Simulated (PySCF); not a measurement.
## Computed spin Hamiltonian

C5H6F (doublet state).
Numbering: `[CH3:1][C:2]1=[C:3]([F:4])[CH2:5][CH:6]1` (hydrogens: H7, H8, H9 on C1; H10, H11 on C5; H12 on C6)

Cartesian coordinates in Å at the GFN2-xTB level; atoms count from 1:
```
atom  x, y, z in Å
C1     1.788    0.022   -0.467
C2     0.352   -0.018   -0.094
C3    -0.615    0.952    0.127
F4    -0.644    2.287    0.092
C5    -1.687   -0.062    0.438
C6    -0.554   -1.042    0.175
H7     1.916    0.523   -1.426
H8     2.358    0.578    0.277
H9     2.186   -0.987   -0.539
H10   -2.520   -0.100   -0.263
H11   -2.072   -0.045    1.458
H12   -0.506   -2.109    0.195
```

Method: UKS B3LYP, pcH-1 on C F H, non-relativistic, mean-field spin-orbit, GIAO in PySCF. Isolated species at its GFN2-xTB geometry, gas phase. Couplings are sensitive to structure, and on GFN2-xTB geometries they can be far from those on DFT ones. No stability test was run, so a lower SCF solution isn't excluded. ⟨S²⟩ is 0.776 where a pure state has 0.75.

- g1, g2, g3: 2.00207, 2.00355, 2.00386
- g_iso: 2.00316
- Form of g: rhombic: the two nearest values differ by 18 % of g3 − g1
- ⟨S²⟩: 0.7760 (exact 0.7500)
- α and β electrons: 23, 22
- HOMO–LUMO gap, α and β orbitals: 5.53, 5.79 eV
- Basis functions: 210

Isotropic coupling and dipolar principal values T1 to T3, in G (MHz turned into gauss with g_iso; 10 G = 1 mT):

| atom | isotope | a_iso | T1 | T2 | T3 | Mulliken spin population |
| --- | --- | --- | --- | --- | --- | --- |
| C1 | 13C | 1.7 | -0.3 | -0.1 | 0.4 | 0.02 |
| C2 | 13C | -17.3 | -9.7 | 4.2 | 5.5 | -0.24 |
| C3 | 13C | 27.9 | -20.0 | -19.3 | 39.3 | 0.58 |
| F4 | 19F | 38.5 | -63.3 | -53.0 | 116.3 | 0.04 |
| C5 | 13C | -10.6 | -0.9 | 0.2 | 0.7 | -0.08 |
| C6 | 13C | 23.0 | -19.7 | -19.0 | 38.7 | 0.72 |
| H7 | 1H | -6.2 | -0.6 | -0.4 | 1.0 | -0.01 |
| H8 | 1H | -6.2 | -0.6 | -0.4 | 1.0 | -0.01 |
| H9 | 1H | -1.0 | -0.6 | -0.5 | 1.1 | 0.00 |
| H10 | 1H | 5.9 | -2.1 | -0.3 | 2.4 | 0.01 |
| H11 | 1H | 5.9 | -2.1 | -0.3 | 2.4 | 0.01 |
| H12 | 1H | -18.1 | -10.0 | 0.3 | 9.7 | -0.03 |

The Mulliken spin populations are largest on C6 (+0.72), C3 (+0.58), C2 (-0.24) and C5 (-0.08). The positive populations add up to 1.37 and the negative ones to -0.37, together 2S = 1. The angles at C6 add up to 360.0°, so it is planar; its axial dipolar tensor and the negative coupling of its proton fit spin in a p orbital normal to that plane.

Under fast tumbling the dipolar parts average out, and these isotropic splittings remain: 1 × 19F (F4, I = 1/2, 2 lines) with 3.85 mT, 1 × 1H (H12, I = 1/2, 2 lines) with 1.81 mT, 2 × 1H (H10/H11, I = 1/2, 3 lines) with 0.59 mT and 3 × 1H (H7/H8/H9, I = 1/2, 4 lines) with 0.45 mT.

Means are taken over nuclei equivalent by connectivity, which assumes that they swap fast. The three 1H nuclei of mean -12.5 MHz run from -17.4 to -2.9 MHz in the frozen geometry.

The 13C coupling of C3 (78.1 MHz) shows only in satellite lines or after enrichment, since that isotope makes up about 1.07 % of natural carbon.

β density exceeds α density at some nuclei, such as C2 (-0.0430), C5 (-0.0265) and H12 (-0.0113), spin density in bohr⁻³. In a single determinant that takes different orbitals for the two spins, that is spin polarisation.
